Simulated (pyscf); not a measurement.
**Elimination: HO–Ge:–OH (SMILES [OH][Ge][OH]) [singlet] -> O=Ge=O (SMILES [O]=[Ge]=[O]) + H₂ (SMILES [H][H])**

Gas phase, singlet surface, charge 0. Bonds broken: O1–H4, O3–H5. Bonds formed: H4–H5. Single points on ωB97X-D3(BJ)/def2-SVP structures (PySCF, gas phase).

Transition state (Å):

```xyz
5

O     -1.0530     0.8965     0.0564
Ge    -0.6911    -0.2855     1.1726
O     -1.1119    -1.8167     0.6703
H     -1.6797    -0.3036    -0.9869
H     -1.6980    -1.1560    -0.7947
```

One imaginary mode, 1016i cm⁻¹; descent along it reached the two sides named, in the forms told below.

```csv
bond,change,reactant side (Å),saddle,product side
O1–H4,breaks,0.966,1.709,2.9
O3–H5,breaks,0.965,1.711,2.9
H4–H5,forms,2.409,0.874,0.762
```

Electronic energies relative to the reactant's lowest minimum found (kcal/mol):

```csv
level,barrier,reaction energy,reverse barrier
ωB97X-D3(BJ)/def2-TZVP,132.4,+87.1,45.3
PBE/def2-TZVP,108.8,+76.1,32.7
r²SCAN/def2-TZVP,116.1,+80.5,35.5
B3LYP-D3(BJ)/def2-TZVP,121.1,+84.2,36.9
PBE0-D3(BJ)/def2-TZVP,126.2,+87.1,39.1
M06-2X/def2-TZVP,138.1,+90.2,47.9
ωB97M-D3(BJ)/def2-TZVP,132.7,+89.6,43.1
HF/def2-TZVP,168.6,+101.7,66.9
```

With ωB97M-D3(BJ)/def2-TZVP energies and thermal terms (ideal gas, 1 atm, RRHO with modes under 100 cm⁻¹ raised to 100, one conformer, R ln 2 for chiral ones without a mode under 150 cm⁻¹), in kcal/mol:

```tsv
T (K)	ΔH‡	ΔG‡	ΔH	ΔG
298	126.6	127.5	+83.9	+77.4
600	126.3	128.4	+84.4	+70.5
900	126.1	129.5	+84.5	+63.6
1200	126.1	130.7	+84.4	+56.6
```

On the reactant side the descent ends in a point that may be a rotor saddle (no frequency run), 2.2 kcal/mol over the lowest minimum found and 130.3 kcal/mol under the saddle at ωB97X-D3(BJ)/def2-TZVP. The same reactants have a lower exit, to H₂O + O=Ge: [singlet] (highest point, the separated products, at +38.0 kcal/mol at ωB97M-D3(BJ)/def2-TZVP, against +132.7 kcal/mol here). One saddle was located; it need not be the lowest between these sides. One closed-shell reference is unstable to symmetry breaking; treat the single-reference values with care. Elements up to Kr have no core potential and no relativistic terms here.
